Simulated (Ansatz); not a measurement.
Relaxation of BClH4S (7 atoms, charge 0, multiplicity 1), to a largest force component of 0.03 eV/Å in at most 50 steps.

Computed with RKS BLYP/def2-SVP (Ansatz 0.2.0).

```xyz
7
Properties=species:S:1:pos:R:3:forces:R:3
B 0.039 0.296 0.066 -0.04 0.00 0.82
Cl -0.093 0.635 1.863 0.04 0.02 -0.80
H 1.135 0.390 -0.429 -0.06 0.02 0.00
H -0.997 0.120 -0.527 0.06 0.03 0.00
S 0.363 -2.735 0.557 -0.19 0.37 0.34
H -0.929 -3.026 0.230 0.02 0.02 0.00
H -0.036 -1.929 1.613 0.18 -0.46 -0.36
```

Where does it end, and by what steps?

The forces met the threshold. After 16 steps the energy has fallen by 0.192 eV; H6 moved furthest, 0.84 Å. Joined: B1–S5 (3.09 → 2.17 Å).

```
step  energy less start (eV)  largest force component (eV/Å)  accepted
   0                  0.0000                           0.818       yes
   1                 -0.0246                           0.690       yes
   2                 -0.0612                           0.609       yes
   3                 -0.0769                           0.996       yes
   4                 -0.1088                           0.193       yes
   5                 -0.1189                           0.116       yes
   6                 -0.1226                           0.082       yes
   7                 -0.1206                           0.555        no
   8                 -0.1297                           0.200       yes
   9                 -0.1355                           0.311       yes
  10                 -0.1388                           0.620       yes
  11                 -0.1712                           0.253       yes
  12                 -0.1891                           0.033       yes
  13                 -0.1906                           0.033       yes
  14                 -0.1909                           0.054       yes
  15                 -0.1915                           0.033       yes
  16                 -0.1915                           0.008       yes
```

```xyz
7
Properties=species:S:1:pos:R:3
B 0.034 -0.040 0.109
Cl -0.608 0.605 1.701
H 1.222 0.126 -0.086
H -0.723 0.045 -0.838
S 0.071 -2.206 0.247
H -1.174 -2.428 0.769
H 0.659 -2.352 1.472
```

Whether the end is a true minimum wasn't checked by a vibrational analysis.

The run took 17 s on 2 threads of Arm Neoverse V1, on a shared host, peak memory 0.14 GiB.
